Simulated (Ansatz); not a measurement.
Stepwise reaction of `[CH3][AlH][CH3]` with hydrogen sulfide, as a gas-phase model of exchange steps in deposition or etching. ΔE in kJ/mol.

Calculated with Ansatz (gas phase, PBE0-D4/def2-TZVP geometries, no zero-point term in ΔE). CCSD(T)/CBS is the MP2 limit (def2-TZVPP, def2-QZVPP) plus CCSD(T) − MP2 in def2-TZVPP, frozen cores. This one scheme is used for every species. Functionals use def2-TZVPP. B3LYP here is the variant with VWN-RPA as its local correlation; programs differ in this. Each species was taken in one conformer, which may not be the lowest.

```
step                                          reaction  PBE-D4  B3LYP-D4  ωB97M-V  CCSD(T)/CBS
   1  `[CH3][AlH][CH3]` + H₂S → `[CH3][AlH][SH]` + CH₄  -131.8    -132.2   -129.6       -132.5
   2    `[CH3][AlH][SH]` + H₂S → `[SH][AlH][SH]` + CH₄  -117.7    -118.3   -115.6       -119.0
```

**Question.** By hand: ΔE of the 2 steps together at CCSD(T)/CBS.

**Answer.** (-132.5) + (-119.0) = -251.5 kJ/mol, or -125.8 kJ/mol a step.

In ΔE each step is higher than the one before. All are downhill at CCSD(T)/CBS. PBE-D4 differs from CCSD(T)/CBS by 0.7 to 1.3 kJ/mol a step. Isolated molecules leave out the surface, adducts and barriers. Largest T1 diagnostic: 0.011.
